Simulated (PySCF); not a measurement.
Can point charges reproduce the dipole moment of `FC[C@H]1CS1`?

Coordinates (GFN2-xTB, Å) and charges (e) from the PBE0/pcSseg-1 density (PySCF):

```tsv
atom	x	y	z	Mulliken	IAO	Hirshfeld	ESP-fitted
F1	1.558	0.836	-1.165	-0.3393	-0.3281	-0.1274	-0.2470
C2	1.236	0.131	-0.030	+0.2736	+0.0408	+0.0215	+0.1794
C3	-0.200	0.396	0.345	-0.3838	-0.1843	-0.0362	-0.1332
C4	-1.283	-0.410	-0.271	-0.1989	-0.3229	-0.0704	-0.2266
S5	-0.962	-0.793	1.460	-0.0607	+0.0036	-0.0455	-0.1653
H6	1.398	-0.929	-0.250	+0.0993	+0.1452	+0.0436	+0.0390
H7	1.922	0.464	0.756	+0.1168	+0.1478	+0.0488	+0.0727
H8	-0.414	1.435	0.574	+0.1641	+0.1656	+0.0531	+0.1540
H9	-2.234	0.063	-0.472	+0.1668	+0.1688	+0.0576	+0.1511
H10	-1.011	-1.189	-0.970	+0.1621	+0.1634	+0.0552	+0.1758
```

Form Σ q r in debye for every column and set it beside the full dipole.

The full density gives (-0.36, -0.01, -0.21) D, 0.42 D in size; dipole vectors point from the negative to the positive end.

| scheme | μx | μy | μz | size (D) | share of the full size (%) | angle to the full dipole (°) |
| --- | --- | --- | --- | --- | --- | --- |
| Mulliken | -0.20 | -1.23 | 0.68 | 1.42 | 338 | 96 |
| IAO | -0.66 | -1.08 | 1.64 | 2.08 | 494 | 96 |
| Hirshfeld | -0.40 | -0.27 | 0.31 | 0.57 | 136 | 70 |
| ESP-fitted | -0.34 | 0.03 | -0.25 | 0.43 | 101 | 8 |

Which set comes closest?

Length of the difference vector: ESP-fitted 0.06 D, Hirshfeld 0.58 D, Mulliken 1.52 D, IAO 2.16 D. Closest: ESP-fitted. The schemes that divide the density aren't constrained to reproduce the dipole.

What is left for the Hirshfeld atoms' own dipoles?

The Hirshfeld atoms' densities add up to the full density, so μ = Σ q r + Σ (atomic dipoles). The atomic dipoles sum to (-0.36, -0.01, -0.21) − (-0.40, -0.27, 0.31) = (0.04, 0.26, -0.52) D, 0.58 D in size.

With the origin at the mean of the coordinates, (0.001, 0.000, -0.002) Å, which are the largest single terms, by size, of the Hirshfeld dipole along the direction of the full one?

H9 +0.60, F1 +0.48, H7 -0.48, C4 -0.42, H10 +0.37 D; all 10 atoms together +0.20 D. The single terms depend on the origin, their sum doesn't.

Give the size of the full dipole in other units.

0.42 D = 0.165 au = 0.087 e·Å = 1.40 × 10⁻³⁰ C·m.

Isolated species at its GFN2-xTB geometry (one conformer only).

The values belong to the conformer `[F:1][CH2:2][C@H:3]1[CH2:4][S:5]1`: F1–C2–C3–C4 86°.
